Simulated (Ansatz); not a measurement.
Abridged output of a molecular run in Ansatz:

```
Functional definition: HF
747 factors; integrals over basis functions are off by at most 1.3e-3 eV
mean field evaluation 1: about -2464.0071 eV, gradient 2.3e1 eV
mean field evaluation 2: about -2464.0084 eV, gradient 2.3e1 eV
mean field evaluation 4: about -2465.8046 eV, gradient 2.4e0 eV
mean field evaluation 8: about -2465.8297 eV, gradient 5.6e-4 eV
mean field -2465.82966595 eV, -90.6175688243 hartree, gradient 1.8e-6 eV, S^2 0.000000; 0 other end points of the search recorded, 0 dependent functions left out
3 core orbitals not correlated: weight in the atoms' cores, before any rotation towards them, 1.000 or more for the frozen orbitals, at most 0.000 for the correlated occupied ones
reference -2465.82966595 eV, -90.6175688243 hartree; 8, 8 occupied and 61, 61 virtual orbitals, 747 factors
second order -8.42998941 eV of doubles, -0.00000000 eV of singles
cycle   1  -9.42729576 eV  change    -1.0e0 eV  update   6.9e-2
cycle   2  -9.75383220 eV  change   -3.3e-1 eV  update   2.1e-2
cycle   3  -9.78139561 eV  change   -2.8e-2 eV  update   7.1e-3
cycle   4  -9.77964332 eV  change    1.8e-3 eV  update   2.6e-3
cycle   5  -9.77896152 eV  change    6.8e-4 eV  update   1.0e-3
cycle   6  -9.77888291 eV  change    7.9e-5 eV  update   3.5e-4
cycle   7  -9.77886039 eV  change    2.3e-5 eV  update   1.0e-4
cycle   8  -9.77886446 eV  change   -4.1e-6 eV  update   3.6e-5
cycle   9  -9.77886234 eV  change    2.1e-6 eV  update   1.2e-5
perturbative correction -0.24729723 eV, -0.0090880057 hartree
Total energy: -2475.85582552 eV, -90.9860233925 hartree
```

Its atoms:

Z-matrix (Å, degrees):
```
C
B 1 1.564
H 1 1.090 2 116.3
H 1 1.100 2 106.4 3 120.0
H 1 1.095 2 111.4 3 -126.3
B 2 1.639 1 128.0 3 -9.5
H 2 1.210 1 116.2 3 172.3
H 6 1.201 2 122.0 1 93.1
H 6 1.201 2 122.4 1 -89.2
```

Problem. Which basis set was used?
A. def2-TZVPP
B. def2-SVP
C. def2-SVPD
D. def2-TZVPPD

Solution. B. It gives 72 functions.

Problem. Write the keys of the input that set method, charge and spin (a neutral closed shell needs none for the last two).

Solution. 
```yaml
correlation: {method: ccsd_t}
```
